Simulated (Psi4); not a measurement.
Psi4 input (wB97X-D/6-311+G**):

```
memory 1500 MB

molecule {
0 2
O     0.05868076    0.71529811   -0.05163121
O     0.04226471   -0.60960507   -0.00105923
H    -0.80756382   -0.84554439    0.42152350
symmetry c1
no_reorient
no_com
}

set {
  basis 6-311+G**
  reference uks
  scf_type pk
  dft_radial_points 99
  dft_spherical_points 590
  e_convergence 1e-8
  d_convergence 1e-7
  maxiter 150
}

e = energy('wb97x-d')
print_out(f'\nFINAL {e:.10f} DIPOLE {variable("CURRENT DIPOLE")[0]:.6f} {variable("CURRENT DIPOLE")[1]:.6f} {variable("CURRENT DIPOLE")[2]:.6f}\n')
```

Output:

```
   => Loading Basis Set <=

    Name: 6-311+G**
    Role: ORBITAL
    Keyword: BASIS
    atoms 1-2 entry O          line   171 file 6-311pgss.gbs
    atoms 3   entry H          line    42 file 6-311pgss.gbs

   => WB97X-D: Empirical Dispersion <=

    Chai and Head-Gordon Dispersion Correction
    Chai, J.-D.; Head-Gordon, M. (2010), J. Chem. Phys., 132: 6615-6620

        s6 =       1.000000

         ---------------------------------------------------------
                                   SCF
               by Justin Turney, Rob Parrish, Andy Simmonett
                          and Daniel G. A. Smith
                              UKS Reference
         ---------------------------------------------------------

  ==> Geometry <==

    Molecular point group: c1
    Full point group: C1

    Geometry (in Angstrom), charge = 0, multiplicity = 2:

       Center              X                  Y                   Z               Mass
    ------------   -----------------  -----------------  -----------------  -----------------
         O            0.058680760000     0.715298110000    -0.051631210000    15.994914619570
         O            0.042264710000    -0.609605070000    -0.001059230000    15.994914619570
         H           -0.807563820000    -0.845544390000     0.421523500000     1.007825032230

  Running in c1 symmetry.

  Rotational constants: A =     20.15700  B =      1.12574  C =      1.06620 [cm^-1]
  Rotational constants: A = 604291.69492  B =  33748.88323  C =  31963.75050 [MHz]
  Nuclear repulsion =   32.162648214920075

  Charge       = 0
  Multiplicity = 2
  Electrons    = 17
  Nalpha       = 9
  Nbeta        = 8

  ==> Algorithm <==

  SCF Algorithm Type is PK.
  DIIS enabled.
  MOM disabled.
  Fractional occupation disabled.
  Guess Type is SAD.
  Energy threshold   = 1.00e-08
  Density threshold  = 1.00e-07
  Integral threshold = 1.00e-12

  ==> Primary Basis <==

  Basis Set: 6-311+G**
    Blend: 6-311+G**
    Number of shells: 24
    Number of basis functions: 50
    Number of Cartesian functions: 52
    Spherical Harmonics?: true
    Max angular momentum: 2

  ==> DFT Potential <==

   => LibXC <=

    Version 7.1.2
    S. Lehtola, C. Steigemann, M. J. T. Oliveira, and M. A. L. Marques,  SoftwareX 7, 1–5 (2018) (10.1016/j.softx.2017.11.002)

   => Composite Functional: WB97X-D <=

    wB97X-D Hyb-GGA Exchange-Correlation Functional

    J.-D. Chai and M. Head-Gordon,  Phys. Chem. Chem. Phys. 10, 6615–6620 (2008) (10.1039/B810189B)

    Deriv               =              1
    GGA                 =           TRUE
    Meta                =          FALSE

    Exchange Hybrid     =           TRUE
    MP2 Hybrid          =          FALSE

   => Exchange-Correlation Functionals <=

    1.0000   wB97X-D range-separated functional

   => Exact (HF) Exchange <=

    0.7780            HF,LR [omega = 0.2000]
    0.2220               HF

   => LibXC Density Thresholds  <==

    XC_HYB_GGA_XC_WB97X_D:  1.00E-14

   => Molecular Quadrature <=

    Radial Scheme          =       TREUTLER
    Pruning Scheme         =           NONE
    Nuclear Scheme         =       TREUTLER

    Blocking Scheme        =         OCTREE
    BS radius alpha        =              1
    Pruning alpha          =              1
    Radial Points          =             99
    Spherical Points       =            590
    Total Points           =         170845
    Total Blocks           =           1311
    Max Points             =            256
    Max Functions          =             50
    Weights Tolerance      =       1.00E-15

  ==> Integral Setup <==

  Using in-core PK algorithm.
   Calculation information:
      Number of atoms:                   3
      Number of AO shells:              24
      Number of primitives:             44
      Number of atomic orbitals:        52
      Number of basis functions:        50

      Integral cutoff                 1.00e-12
      Number of threads:                 1

  Performing in-core PK
  Using 2440350 doubles for integral storage.
  We computed 45124 shell quartets total.
  Whereas there are 45150 unique shell quartets.

  Computing range-separated integrals for PK
  We computed 45124 wK shell quartets total.
  Whereas there are 45150 wK unique shell quartets.

  ==> DiskJK: Disk-Based J/K Matrices <==

    J tasked:                  Yes
    K tasked:                  Yes
    wK tasked:                 Yes
    Omega:               2.000E-01
    Schwarz Cutoff:          1E-12


  Cached 100.0% of DFT collocation blocks in 0.223 [GiB].

  Minimum eigenvalue in the overlap matrix is 1.1184129270E-03.
  Reciprocal condition number of the overlap matrix is 2.0496601326E-04.
    Using symmetric orthogonalization.

  ==> Pre-Iterations <==

  SCF Guess: Superposition of Atomic Densities via on-the-fly atomic UHF (no occupation information).

   -------------------------
    Irrep   Nso     Nmo
   -------------------------
     A         50      50
   -------------------------
    Total      50      50
   -------------------------

  ==> Iterations <==

                        Total Energy        Delta E     RMS |[F,P]|

   @UKS iter SAD:  -150.34184425463397   -1.50342e+02   0.00000e+00
   @UKS iter   1:  -150.85226129633926   -5.10417e-01   6.95139e-03 DIIS/ADIIS
   @UKS iter   2:  -150.88250517788100   -3.02439e-02   5.14254e-03 DIIS/ADIIS
   @UKS iter   3:  -150.90180621318800   -1.93010e-02   1.66101e-03 DIIS/ADIIS
   @UKS iter   4:  -150.90392833223163   -2.12212e-03   7.46377e-04 DIIS/ADIIS
   @UKS iter   5:  -150.90448367222763   -5.55340e-04   1.72470e-04 DIIS/ADIIS
   @UKS iter   6:  -150.90460673373425   -1.23062e-04   8.10102e-05 DIIS
   @UKS iter   7:  -150.90464966272918   -4.29290e-05   2.15010e-05 DIIS
   @UKS iter   8:  -150.90465173495051   -2.07222e-06   4.07353e-06 DIIS
   @UKS iter   9:  -150.90465180741415   -7.24636e-08   1.33510e-06 DIIS
   @UKS iter  10:  -150.90465181537277   -7.95862e-09   4.05881e-07 DIIS
   @UKS iter  11:  -150.90465181628107   -9.08301e-10   1.24606e-07 DIIS
   @UKS iter  12:  -150.90465181635324   -7.21627e-11   2.68868e-08 DIIS
  Energy and wave function converged.

  ==> Post-Iterations <==

   Electrons on quadrature grid:
      Nalpha   =    8.9999999913 ; deviation = -8.657e-09
      Nbeta    =    7.9999999979 ; deviation = -2.093e-09
      Ntotal   =   16.9999999893 ; deviation = -1.075e-08

   @Spin Contamination Metric:   3.940865287E-03
   @S^2 Expected:                7.500000000E-01
   @S^2 Observed:                7.539408653E-01
   @S   Expected:                5.000000000E-01
   @S   Observed:                5.000000000E-01

    Orbital Energies [Eh]
    ---------------------

    Alpha Occupied:

       1A    -19.382837     2A    -19.345007     3A     -1.320012
       4A     -0.986169     5A     -0.668321     6A     -0.598350
       7A     -0.582590     8A     -0.402967     9A     -0.399834

    Alpha Virtual:

      10A      0.088723    11A      0.140385    12A      0.206656
      13A      0.211295    14A      0.247260    15A      0.259382
      16A      0.275069    17A      0.279664    18A      0.298746
      19A      0.401575    20A      0.515998    21A      1.011886
      22A      1.014671    23A      1.025078    24A      1.055874
      25A      1.092117    26A      1.114724    27A      1.338002
      28A      1.378608    29A      1.506928    30A      1.606058
      31A      2.011219    32A      2.436436    33A      2.464251
      34A      2.647177    35A      2.723663    36A      2.808434
      37A      2.865734    38A      3.104147    39A      3.337184
      40A      3.457809    41A      3.734902    42A      3.907961
      43A      4.830711    44A      4.865130    45A      4.998753
      46A      5.036876    47A      5.427496    48A      6.019438
      49A     49.830982    50A     49.869946

    Beta Occupied:

       1A    -19.375277     2A    -19.326487     3A     -1.290944
       4A     -0.941395     5A     -0.651213     6A     -0.564963
       7A     -0.514373     8A     -0.377545

    Beta Virtual:

       9A     -0.053503    10A      0.092496    11A      0.150635
      12A      0.207633    13A      0.217308    14A      0.258744
      15A      0.260866    16A      0.277056    17A      0.291787
      18A      0.298065    19A      0.402662    20A      0.517989
      21A      1.015095    22A      1.030970    23A      1.043876
      24A      1.064767    25A      1.122674    26A      1.135149
      27A      1.348576    28A      1.383630    29A      1.516596
      30A      1.615928    31A      2.014975    32A      2.473459
      33A      2.477447    34A      2.656858    35A      2.748850
      36A      2.871044    37A      2.931129    38A      3.130345
      39A      3.385334    40A      3.468654    41A      3.754563
      42A      3.922038    43A      4.843079    44A      4.920404
      45A      5.016793    46A      5.107007    47A      5.436946
      48A      6.036425    49A     49.845304    50A     49.882993

    Final Occupation by Irrep:
              A
    DOCC [     8 ]
    SOCC [     1 ]
    NA   [     9 ]
    NB   [     8 ]

  @UKS Final Energy:  -150.90465181635324

   => Energetics <=

    Nuclear Repulsion Energy =             32.1626482149200754
    One-Electron Energy =                -271.0554011150197766
    Two-Electron Energy =                 100.2210651420075465
    DFT Exchange-Correlation Energy =     -12.2329331658978351
    Empirical Dispersion Energy =          -0.0000308923632032
    VV10 Nonlocal Energy =                  0.0000000000000000
    Total Energy =                       -150.9046518163532085

  UHF NO Occupations:
  HONO-2 :    7  A 1.9996020
  HONO-1 :    8  A 1.9988390
  HONO-0 :    9  A 1.0000000
  LUNO+0 :   10  A 0.0011610
  LUNO+1 :   11  A 0.0003980
  LUNO+2 :   12  A 0.0001785
  LUNO+3 :   13  A 0.0001662

Computation Completed

Properties will be evaluated at   0.000000,   0.000000,   0.000000 [a0]

Properties computed using the SCF density matrix

 Multipole Moments:

 ------------------------------------------------------------------------------------
     Multipole            Electronic (a.u.)      Nuclear  (a.u.)        Total (a.u.)
 ------------------------------------------------------------------------------------

 L = 1.  Multiply by 2.5417464519 to convert [e a0] to [Debye]
 Dipole X            :         -0.6704021           -0.0000001           -0.6704022
 Dipole Y            :         -0.5601221           -0.0000001           -0.5601223
 Dipole Z            :          0.3453745           -0.0000000            0.3453745
 Magnitude           :                                                    0.9393932

 ------------------------------------------------------------------------------------

FINAL -150.9046518164 DIPOLE -0.670402 -0.560122 0.345374

*** Psi4 exiting successfully. Buy a developer a beer!
```
